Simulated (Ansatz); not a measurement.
# C2H2ClFS: a ladder of functionals and wavefunction methods

An exercise on one series of results from a longer session: the logs are not shown, and one member is left open.

Method: functionals in def2-TZVPP, the program's frozen cores in correlated methods; program: Ansatz 0.2.0, Gaussian basis.

Levels to be run: LDA (SPW92), PBE-D4, revPBE-D4, BLYP-D4, r2SCAN-D4, B97M-V, PBE0-D4, B3LYP-D4, r2SCANh-D4, r2SCAN0-D4, HSE06-D4, BHLYP-D4, CAM-B3LYP-D4, LC-ωPBE, ωB97X-V, ωB97M-V, B2PLYP, PBE-QIDH; CCSD(T)/def2-SVP; CCSD(T)/def2-TZVPP; MP2/def2-QZVPP; extrapolation to the limit; RPA on PBE.

## Structure used throughout

The geometry comes from an earlier relaxation with PBE0-D4 in a triple-zeta def2 set; it is a stationary point, not always the lowest conformer.

SMILES `FC(Cl)C=S`, 7 atoms, charge 0, spin multiplicity 1.

Atoms are counted from 1 here; the program's logs count them from 0.

Bond lengths: F1–C2 1.357 Å, C2–Cl3 1.779 Å, C2–C4 1.495 Å, C2–H6 1.089 Å, C4–S5 1.600 Å, C4–H7 1.092 Å. Angles: F1–C2–Cl3 109.1°, F1–C2–C4 109.9°, F1–C2–H6 109.7°, Cl3–C2–C4 107.5°, Cl3–C2–H6 107.8°, C4–C2–H6 112.8°, C2–C4–S5 123.6°, C2–C4–H7 113.5°, S5–C4–H7 122.9°.

The first run:

in.yaml reads:

```yaml
crystal:
  periodic: [false, false, false]
  atoms:
    - {symbol: F, position_ang: [-1.299813, -0.803912, 0.757473]}
    - {symbol: C, position_ang: [-0.337775, -0.515076, -0.155565]}
    - {symbol: Cl, position_ang: [0.893643, -1.798965, -0.128031]}
    - {symbol: C, position_ang: [0.339648, 0.767085, 0.207802]}
    - {symbol: S, position_ang: [0.570173, 1.969290, -0.821989]}
    - {symbol: H, position_ang: [-0.772883, -0.493390, -1.153647]}
    - {symbol: H, position_ang: [0.668208, 0.806969, 1.248256]}
basis:
  gaussian: {orbitals: def2-TZVPP}
hamiltonian: {xc: lda}
output: {orbitals: {seedname: orbitals}}
```

Started as:

```bash
> ansatz run in.yaml --threads 2 --pin off --events-out ev --progress --plain --max-ram 4352MiB
```

Among the steps run: LDA; PBE-D4 (GGA); revPBE-D4 (GGA); BLYP-D4 (GGA); r2SCAN-D4 (meta-GGA); B97M-V (meta-GGA); B3LYP-D4 (hybrid); r2SCANh-D4 (hybrid); r2SCAN0-D4 (hybrid); HSE06-D4 (hybrid); BHLYP-D4 (hybrid); CAM-B3LYP-D4 (range-separated); LC-ωPBE (range-separated); ωB97X-V (range-separated); ωB97M-V (range-separated); B2PLYP (double hybrid); PBE-QIDH (double hybrid).

One table of the session follows, with a row left open; its other results are not shown here.

It belongs to the step «Frontier levels by functional». 

```
  functional  HOMO (eV)  LUMO (eV)  gap (eV)
 LDA (SPW92)      -6.09      -4.18      1.91
      PBE-D4          ?          ?         ?
   revPBE-D4      -5.90      -3.87      2.03
     BLYP-D4      -5.80      -3.79      2.02
   r2SCAN-D4      -6.22      -3.90      2.32
      B97M-V      -6.29      -3.79      2.50
     PBE0-D4      -7.24      -3.06      4.19
    B3LYP-D4      -7.00      -3.24      3.76
  r2SCANh-D4      -6.69      -3.55      3.14
  r2SCAN0-D4      -7.41      -3.03      4.38
    HSE06-D4      -6.84      -3.44      3.40
    BHLYP-D4      -8.39      -1.96      6.42
CAM-B3LYP-D4      -8.61      -1.88      6.72
     LC-ωPBE     -10.02      -0.79      9.23
     ωB97X-V      -9.64      -0.82      8.82
     ωB97M-V      -9.47      -0.85      8.61
```

Estimate the missing values for PBE-D4.

The run gave: HOMO (eV): -5.95; LUMO (eV): -3.96; gap (eV): 2.00. In the column «HOMO (eV)» it lies between LDA (SPW92) (-6.09) and revPBE-D4 (-5.90).
